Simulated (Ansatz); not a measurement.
This script drives the Ansatz DFT code, driven from Python.

Script `methods_c2h3n2o.py`:
```python
"""One geometry of C2H3N2O, method by method."""

from pathlib import Path

import ansatz as az
from ase import Atoms
import numpy as np


def main() -> None:
    atoms = Atoms(["N", "C", "C", "N", "O", "H", "H", "H"], positions=[
        (2.3915, 0.1285, 0.0077),
        (1.1954, -0.3109, 0.2214),
        (0.0257, 0.4387, -0.2535),
        (-1.2901, -0.0575, -0.011),
        (0.1781, 1.5232, -0.8773),
        (1.0596, -1.2415, 0.7565),
        (-1.4366, -0.9541, 0.504),
        (-2.1236, 0.4737, -0.3478),
    ])
    system = az.Crystal.molecule_from_ase(atoms)

    base = (
        system.calculation()
        .basis(gaussian="cc-pVDZ")
        .spin("collinear", total=1)
    )

    print("functional    E (Ha)        dipole (D)   HOMO (eV)  LUMO (eV)")
    for name in ["pbe", "b3lyp", "hse06", "r2scan"]:
        rep = base.functional(name).forces().orbitals().run(threads=1, pin="off", runs_dir="runs").report
        lines = Path(rep["orbitals_path"]).read_text().splitlines()
        field_of = lambda key: [line.split("=")[1].strip() for line in lines if line.startswith(key)]
        orbitals = [(27.211386 * float(e), s, float(n)) for e, s, n in zip(field_of("Ene="), field_of("Spin="), field_of("Occup="))]
        homo = max(e for e, _, n in orbitals if n > 0.5)
        lumo = min(e for e, _, n in orbitals if n < 0.5)
        dipole = 4.803205 * np.linalg.norm(rep["charge_distribution"]["dipole_moment_e_ang"])
        print(f"{name:10s} {rep['free_energy_ev'] / 27.211386246:14.6f} {dipole:9.3f} {homo:11.3f} {lumo:10.3f}")


if __name__ == "__main__":
    main()
```

It is started by `python methods_c2h3n2o.py`. How long does it take on 1 thread of Arm Neoverse V1, on a shared host, and how much memory does it need?

It took about 26 s, with a peak of 0.28 GiB, for 4 runs of the engine.

```console
$ python methods_c2h3n2o.py
functional    E (Ha)        dipole (D)   HOMO (eV)  LUMO (eV)
pbe           -262.391459     5.126      -5.764     -3.870
b3lyp         -262.684630     5.213      -7.195     -2.843
hse06         -262.379781     5.271      -7.117     -2.809
r2scan        -262.553524     5.301      -6.186     -3.241
```

Reading the output:
- These settings explore the input space; basis and method may be short of convergence.
- The geometry is a force-field or estimated start, not a minimum of this method, and the basis set is short of its limit. A lower total doesn't mark the better method: functionals have no common bound, and MP2 and coupled cluster aren't variational.
- The species is open-shell (spin multiplicity 2).
- b3lyp holds the VWN-RPA fit, as in Gaussian; the form of ORCA and Turbomole is b3lyp5.
- Levels such as HOMO and LUMO are orbital energies: with these approximate functionals they aren't the ionisation energy and electron affinity, and their gap isn't the fundamental gap.
- hse06 follows the composition of plane-wave codes, whose totals differ by tens of mHa, up to about 0.1 Ha, from the form usual in Gaussian-basis programs (wpbeh).
